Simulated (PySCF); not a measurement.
HOP: core ionisation energies

HPO.
Z-matrix (Å and degrees, PBE0-D3(BJ)/def2-SVP geometry), rows numbered from 1:
```
O 
P   1  1.4954
H   2  1.4777  1  104.86
```

The calculation used delta-SCF UKS SCAN, pcX-2 on the ionised atom, pcseg-1 elsewhere, spin-free X2C in PySCF. These are vertical core ionisation energies against the vacuum level, from separate self-consistent calculations with and without the core hole.

Task: List the computed XPS lines with their assignment.

Result: 
```csv
atom(s),environment,level,binding energy (eV),count
O1,phosphoryl oxygen,O 1s,538.35,1
P2,phosphorus bonded to O and H,P 1s,2153.11,1
```

Task: Express the binding energy of P 1s of P2 in atomic units and per mole.

Result: 2153.11 eV = 79.1253 Eh = 207744 kJ/mol.

Task: Which effective nuclear charge Zeff reproduces each element's mean 1s value in the hydrogen-like formula E = 13.606 eV × Zeff²?

Result: O (Z = 8): mean 538.4 eV, Zeff = 6.29, Z − Zeff = 1.71; P (Z = 15): mean 2153.1 eV, Zeff = 12.58, Z − Zeff = 2.42. Means run over the listed sites, weighted by atom count.

Not every level is listed. Isolated species at its PBE0-D3(BJ)/def2-SVP geometry, gas phase.
